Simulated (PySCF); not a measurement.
**Shieldings and the share of exact exchange**

Molecule: SMILES P[SiH2]Cl, ClH4PSi.

Geometry (Å), atoms numbered from 1 in this order:
```xyz
7

P    -0.144   -1.289   -1.811
Si   -2.203   -0.864   -0.990
Cl   -3.501   -2.312   -1.704
H     0.076   -2.372   -0.905
H     0.449   -0.322   -0.936
H    -2.651    0.466   -1.490
H    -2.275   -0.887    0.499
```

GIAO shieldings (ppm, equivalent atoms averaged) in PySCF on the PBE0-D3(BJ)/def2-SVP geometry, basis pcSseg-2, gas phase, non-relativistic:

```tsv
functional	exact exchange (%)	σ(Si2)	σ(Cl3)
BLYP	0	314.3	945.9
BP86	0	325.9	956.7
PBE	0	327.9	956.3
B3LYP	20	330.0	966.2
mPW1PW91	25	345.3	980.0
BHandHLYP	50	353.2	990.2
HF	100	395.6	1022.5
```

Task: Fit each shielding as a line in the percentage of exact exchange.

Result: σ(Si2) = 321.7 + 0.72 x (rms 5.4 ppm); σ(Cl3) = 954.5 + 0.70 x (rms 4.7 ppm). The functionals also differ in their semilocal parts, which the line can't hold; Hartree–Fock has no correlation at all.

Task: What does the line predict for PBE0 (25 %), and what does the run give?

Result: σ(Si2): 339.7 predicted, 347.0 computed; σ(Cl3): 972.0 predicted, 980.5 computed ppm.
